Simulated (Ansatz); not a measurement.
# H3O (doublet): the correlation ladder at distance O1–H3 along a hydrogen transfer = 1.186 Å, cc-pVTZ

Aim: climb from Hartree-Fock through coupled cluster and multireference methods for H3O (doublet) at one geometry and basis, and see what each rung misses.

Program: Ansatz 0.2.0, Gaussian basis. Level of theory: cc-pVTZ, core rule «outside noble gas», up to 1 orbitals frozen. These are calculated values, not measurements.

The runs, in order: UHF; CCSD(T) on ROHF; CCSD(T) on UHF; BCCD(T) on ROHF; CCSDT(Q) on ROHF; CCSDT(Q) on UHF; CASSCF and MRCISD+Q, 3 electrons in 3 orbitals; CASSCF and NEVPT2, 3 electrons in 3 orbitals; CASSCF and MRCISD+Q, 9 electrons in 7 orbitals; CASSCF and NEVPT2, 9 electrons in 7 orbitals.

## Step 1: What is computed

The geometry derives from fragments relaxed apart (PBE0/def2-TZVP) and kept rigid, so it is no stationary point. A hydrogen atom is moved between rigid fragments.

4 atoms, charge 0, spin multiplicity 2.

Atoms are counted from 1 here; the program's logs count them from 0.

Bond lengths: O1–H2 0.960 Å, O1–H3 1.186 Å, H3–H4 0.745 Å. Angles: H2–O1–H3 105.1°, O1–H3–H4 180.0°.

Coordinates:

```xyz
4
charge 0, multiplicity 2
O    -0.15194   -0.04909    0.00000
H    -0.40125    0.87748    0.00000
H     1.03406   -0.04909    0.00000
H     1.77906   -0.04909    0.00000
```

## Step 2: UHF

Contents of in.yaml:

```yaml
crystal:
  periodic: [false, false, false]
  atoms:
    - {symbol: O, position_ang: [-0.151944, -0.049094, 0.000000]}
    - {symbol: H, position_ang: [-0.401253, 0.877481, 0.000000]}
    - {symbol: H, position_ang: [1.034056, -0.049094, 0.000000]}
    - {symbol: H, position_ang: [1.779056, -0.049094, 0.000000]}
basis:
  gaussian: {orbitals: cc-pVTZ}
magnetization: {spin_polarized: true, initial_magnetization: 1}
hamiltonian: {xc: hf}
output: {orbitals: {seedname: orbitals}}
```

Launch:

```bash
ansatz run in.yaml --threads 1 --pin off --events-out ev --progress --plain --max-ram 4096MiB --backend cpu
```

Further steps of the session: CCSD(T) on ROHF; CCSD(T) on UHF; BCCD(T) on ROHF; CCSDT(Q) on ROHF; CCSDT(Q) on UHF; CASSCF and MRCISD+Q, 3 electrons in 3 orbitals; CASSCF and NEVPT2, 3 electrons in 3 orbitals; CASSCF and MRCISD+Q, 9 electrons in 7 orbitals; CASSCF and NEVPT2, 9 electrons in 7 orbitals.

**Question.** What will the summary of the whole plan be? Wanted: UCCSDT(Q) below the RHF energy; RMP2 from UCCSDT(Q); UMP2 from UCCSDT(Q); RCCSD from UCCSDT(Q); RCCSD(T) from UCCSDT(Q); UCCSD(T) from UCCSDT(Q); RCCSDT(Q) from UCCSDT(Q); NEVPT2 pair from UCCSDT(Q); NEVPT2 valence from UCCSDT(Q).

As calculated:

```
                         quantity                                                   value
   UCCSDT(Q) below the RHF energy                                              -8.1074 eV
              RMP2 from UCCSDT(Q)                                            +65.9 kJ/mol
              UMP2 from UCCSDT(Q)                                            +70.1 kJ/mol
             RCCSD from UCCSDT(Q)                                            +23.7 kJ/mol
          RCCSD(T) from UCCSDT(Q)                                             +2.0 kJ/mol
          UCCSD(T) from UCCSDT(Q)                                             +2.0 kJ/mol
         RCCSDT(Q) from UCCSDT(Q)                                             +0.1 kJ/mol
       NEVPT2 pair from UCCSDT(Q)                                            +57.3 kJ/mol
    NEVPT2 valence from UCCSDT(Q)                                            +93.2 kJ/mol
  MRCISD+Q valence from UCCSDT(Q)                                             +7.4 kJ/mol
levels within 1 kcal/mol (43 meV)  RCCSD(T), UCCSD(T), BCCD(T), RCCSDT, UCCSDT, RCCSDT(Q)
                    T1 diagnostic                                                   0.035
   effectively unpaired electrons                                                    1.01
```

RCCSD(T) misses by +2.0 kJ/mol, 0.3 % of the correlation energy. One determinant dominates. Of the multireference levels listed MRCISD+Q valence comes nearest in total energy (+7.4 kJ/mol), which doesn't show that its space is the better one. These misses are within one basis, not against nature; the frozen cores of restricted and unrestricted runs differ, which can shift their rows.
